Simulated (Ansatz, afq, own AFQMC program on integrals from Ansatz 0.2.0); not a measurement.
Integrals from Ansatz 0.2.0, then the random walk in our own AFQMC program (afq).

```yaml
crystal:
  periodic: [false, false, false]
  atoms:
    - {symbol: Ge, position_ang: [-0.010370, -0.010404, -0.010390]}
    - {symbol: H, position_ang: [1.662777, 1.668182, 1.666016]}
    - {symbol: H, position_ang: [-0.898256, -0.894424, 0.875271]}
    - {symbol: H, position_ang: [-0.894195, 0.874109, -0.899614]}
    - {symbol: H, position_ang: [0.877017, -0.898095, -0.892874]}
basis:
  gaussian: {orbitals: cc-pVDZ}
magnetization: {spin_polarized: false}
correlation: {method: ccsd_t, electrons: outside_noble_gas, hamiltonian_folder: ham}
```

```sh
$ ansatz run in.yaml --threads 1 --pin off --events-out ev --progress --plain --max-ram 1382MiB
```

afq runs on the folder ham with

```
--method phaseless --trial hf --walkers 120 --populations 1 --least-time 40 --time-step 0.005 --steps-per-block 20 --equilibration-blocks 160 --max-blocks 600 --target-error 0.00204 --factor-cut 1e-05 --seed 2764 --taylor-order 6
```

Times are imaginary, in 1/Eh. The walk had a cap of 743 s. Filled inner d shells are frozen with the cores.

Log:

```
orbitals 33  electrons 4 4  factors 251 of 499
reference energy -2077.49228057 Eh
CCSD correlation -0.17450844 Eh in 12 cycles, weight of the determinant in the CISD state 0.7899
energy of the start -2077.492281 Eh
 block  time / (1/Eh)  mean weight  energy / Eh
     1     0.100  1.0002  -2077.518058
     2     0.200  1.0003  -2077.535453
     3     0.300  1.0017  -2077.551977
     4     0.400  1.0010  -2077.562825
     5     0.500  0.9999  -2077.573311
     7     0.700  1.0009  -2077.589284
     9     0.900  0.9999  -2077.603980
    19     1.900  0.9985  -2077.628382
    55     5.500  0.9993  -2077.663410
    91     9.100  0.9988  -2077.647625
   127    12.700  1.0004  -2077.746535
   163    16.300  0.9993  -2077.654605
   199    19.900  1.0004  -2077.678638
   235    23.500  0.9998  -2077.631111
   271    27.100  1.0002  -2077.644487
   307    30.700  1.0008  -2077.647894
   343    34.300  0.9977  -2077.661952
   379    37.900  1.0007  -2077.642252
   415    41.500  0.9998  -2077.655536
   451    45.100  0.9994  -2077.646403
   487    48.700  1.0004  -2077.648199
   523    52.300  0.9994  -2077.661576
   559    55.900  0.9997  -2077.663456
   595    59.500  1.0006  -2077.690098
   631    63.100  1.0017  -2077.666985
   667    66.700  0.9991  -2077.635820
   703    70.300  0.9987  -2077.638843
   721    72.100  1.0012  -2077.665813
blocks merged  error / Eh  count
     1  0.000776  570
     2  0.001020  285
     4  0.001362  142
     8  0.001751  71
    16  0.002026  35
    32  0.002024  17
    64  0.002513  8
energy -2077.659864 +/- 0.002026 Eh
(rows thinned)
```

The run passed its tests (sampling time, drift between the halves within three errors, error under three times the target), which doesn't prove that it has relaxed.

Against this walk (error 55.1 meV) on the same determinant: CCSD(T) 375.3 meV lower, CCSDT(Q) 407.8 meV lower, a separate phaseless walk with a CISD trial and standard settings 369.5 ± 57.9 meV lower. The error is statistical and leaves out the bias of the constraint. None of these is a sure reference here.

Cautions: constraint bias not in the error; no relativity below Rb; no spin-orbit coupling; inner d shell frozen; higher spins were not checked; restricted determinant unstable towards unrestricted (UHF 1.28 eV lower, ⟨S²⟩ 0.85); strong correlation (T1 0.039, weight of the determinant 0.79, largest double 0.39); the CCSD(T) amplitudes may be one of several solutions (largest double 0.39); the CCSDT(Q) amplitudes may be one of several solutions (largest double 0.43); the bias of populations of 120 walkers isn't removed.

The walk took 86 s on 1 thread of Arm Neoverse V2, on a shared host. The log's last line is the phaseless energy.

CCSDT and higher add their correlation energy to the determinant of the CCSD(T) run, since their own runs factorise the integrals more tightly (a shift of under 2 meV). A walk keeps the symmetry of its determinant, which the program's search chose and which needn't be the lowest solution, so a lower state of the same spin and another symmetry isn't excluded.
